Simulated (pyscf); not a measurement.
A first-order saddle from PySCF, ωB97X-D3(BJ)/def2-SVP:

```xyz
4

H      0.8157    -0.0978    -1.5337
O      0.6117    -0.2722    -0.1951
O      0.9228     0.0332     1.1903
H      0.2906    -0.5487     1.6509
```
Charge 0, spin multiplicity 3.

Surface: triplet, charge 0. Lowest wavenumbers (cm⁻¹): 1858i, 431, 707, 1106, 1190.

What reaction is this the transition state of?

H• + •O–OH <-> OH• + OH•, a substitution at O read from left to right: O–O broken and H–O formed. At CCSD(T)/def2-TZVPP + ΔMP2(QZVPP) it lies +62.2 kJ/mol from the left side and +232.4 kJ/mol from the right (each side as separated species at their lowest minima found). H• + •O–OH also meet on a surface of lower spin, which isn't treated here. OH• + OH• also meet on a surface of lower spin, which isn't treated here. One saddle was located; it need not be the lowest between these sides. The angle at the attacked O is 151°. The CCSD(T) − MP2 part came from Ansatz, without density fitting, on the same reference. An open-shell T1 diagnostic exceeds 0.045. Left out: the spin-orbit lowering of OH.
